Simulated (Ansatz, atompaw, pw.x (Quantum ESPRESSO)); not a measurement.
**gadolinium: does the PAW (atompaw) potential hold in the solid?**

| Item | Value |
| --- | --- |
| Element | Gd (Z = 64) |
| Generator | atompaw 4.2.0.5 |
| Type | PAW |
| Functional | PBEsol |
| Relativity | scalar-relativistic |
| Frozen core | [Kr] 4d10 |
| Valence charge | 18 |
| Reference configuration | 4f7 5s2 5p6 5d1 6s2 6p0 |
| Partial waves | 5s (bound); 6s (bound); 5p (bound); 6p (bound, empty); 5d (bound); 5d channel at 3.5 Ry; 4f (bound); 4f channel at 1.55 Ry |
| Local potential | troulliermartins scheme with l = 4 at 0 Ry, radius 2.50 bohr |
| Core correction | smooth core density matched at 1.66 bohr |
| Augmentation charge | gaussian compensation charge, radius 2.25 bohr; PAW radius 2.95 bohr; waves and projectors: bloechl |

Atomic tests: cutoffs needed: 35 Ry and 40 Ry (the cutoffs (Ry, on a coarse ladder) from which the occupation-weighted sum of valence levels, in a spherical-Bessel basis at the reference potential, stays within 10 and 1 mRy of its value at 400 Ry); ghost test: no extra level below or beside the all-electron valence levels (s, p, d, f tested) (spherical-Bessel basis up to 400 Ry, 20 bohr box); lowest eigenvalue of the overlap operator: 0.46 (s channel).

Crystal test: fcc Gd in pw.x 7.5, no spin, 12³ k-points, Fermi–Dirac smearing 0.01 Ry, cutoffs 50/500 Ry. The reference is all-electron LAPW (Ansatz 0.2.0) with the same functional, mesh and smearing; V0 and B0 come from Birch–Murnaghan fits to the pressures at five volumes. Errors are pseudo minus all-electron; Δ is the rms difference of the E(V) curves that follow from these fits, minima aligned, over ±6 % about the mean V0. Mesh and smearing are coarse, so the numbers serve the comparison and aren't converged zero-temperature values; the lattice is a test structure that the element need not adopt. Spin polarisation and strong correlation are left out, which matters for this element.

```tsv
V (Å³/atom)	P all-electron (GPa)	P pseudo (GPa)
25.382	0.86	0.76
26.050	0.38	0.16
26.718	-0.05	-0.27
27.386	-0.45	-0.69
28.054	-0.81	-1.06
```

All-electron: a0 = 4.740 Å (V0 = 26.63 Å³/atom), B0 = 16.8 GPa.

Pseudopotential: mean pressure error (GPa): -0.20; a0 (Å): 4.721; a0 error (%): -0.40; B0 error (%): +14.1; Δ (meV/atom): 1.2. This is a poor potential for the solid.

Q: At the middle volume, how do free energy and pressure move when the wave cutoff is lowered (ecutrho held at 500 Ry)?

A:

```json
{"cutoff (Ry)": "22", "shift of F (meV/atom)": "+701.5", "shift of P (GPa)": "-14.42"}
{"cutoff (Ry)": "30", "shift of F (meV/atom)": "+97.2", "shift of P (GPa)": "-3.05"}
{"cutoff (Ry)": "40", "shift of F (meV/atom)": "+5.2", "shift of P (GPa)": "-0.22"}
```

The run at the middle volume (72 k-points, 22 iterations) took about 54 s on one core of a shared host (Intel(R) Xeon(R) 6975P-C, 192 threads, 756 GiB, load 101).
